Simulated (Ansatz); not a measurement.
Results of LDA (Ansatz, a first-principles code, plane waves, PAW) for CdCl2 (R-3m, No. 166).

Settings: plane-wave cutoff 520 eV, 10×10×10 k mesh, Fermi–Dirac smearing 0.01 eV, scalar-relativistic PAW data made under PBE.

Computed at the level's own relaxed cell.

**Question.** Estimate the band gap, smallest direct gap on the k points sampled, lattice parameter a and lattice parameter c that the calculation returns.

**Answer.** 
band gap: 3.33 eV
smallest direct gap on the k points sampled: 3.58 eV
lattice parameter a: 3.767 Å
lattice parameter c: 17.009 Å

Measured, for comparison: band gap 5.7 eV (temperature not stated, not corrected to a static lattice, compiled measured gap; kind and temperature not stated; as tabulated in Kothakonda et al. (2022), arXiv:2208.02841).

Note: the volume lies 7 % below that of the published cell.

Spin–orbit coupling is not included.

The computed numbers hold no vibrational or temperature effects.
